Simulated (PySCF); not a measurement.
**From a raw peak list to a structure**

Formula C$_{5}$H$_{6}$O. The spectrum was simulated from the full spin Hamiltonian at 90 MHz with 1.0 Hz Lorentzian lines, from shifts rounded to 0.01 ppm and J to 0.1 Hz, couplings under 1 Hz left out.

Maxima in Hz from TMS (height), grouped by integral:
1H: 533.0 (6), 525.5 (8), 523.8 (9), 516.3 (12)
2H: 486.2 (30), 478.4 (16), 477.3 (16)
3H: 209.7 (100)

¹³C{¹H} NMR (computed): δ 230.8, 200.2, 100.3, 82.3, 30.2.

[PySCF 2.14: B3LYP/pcJ-1 coupling constants (without the spin–dipole term); σ from GIAO-PBE0/pcSseg-1; geometry: GFN2-xTB; equivalent nuclei averaged; one computed conformer; no solvent; relativity neglected]

δ = σ(ref) − σ, references computed at the same level: ¹H and ¹³C against TMS.

Question: Analyse the multiplets.

Answer: ¹H NMR (90 MHz, computed): δ 5.82 (m, 1H), 5.36 (m, 2H), 2.33 (s, 3H). These are first-order names from the parameters used; overlap and second-order distortion can hide them in the list.

Question: What is the compound?

Answer: SMILES C(=C)=CC(C)=O.

Atoms are numbered as in `[CH2:1]=[C:2]=[CH:3][C:4]([CH3:5])=[O:6]`. Each H is labelled by its parent atom.

- δ 5.82: H(C3), hydrogen on a terminal carbon of a cumulated C=C=C unit, coupled to H(C1) (8.4 Hz).
- δ 5.36: H(C1), hydrogen on a terminal carbon of a cumulated C=C=C unit, coupled to H(C3) (8.4 Hz).
- δ 2.33: H(C5), hydrogen on a methyl carbon α to a carbonyl.

The shifts were computed for this structure.

Splittings below 1 Hz are ignored in the labels, and close J values are merged. Shifts are as computed. Against solution values, carbons near 30 ppm lie about +3 ppm off and those near 130 ppm about +5 ppm. Of 1211 compounds with measured shifts, 218 miss one by over three times the rms of a fit or turn the order of signals round; such compounds aren't used in these exercises.
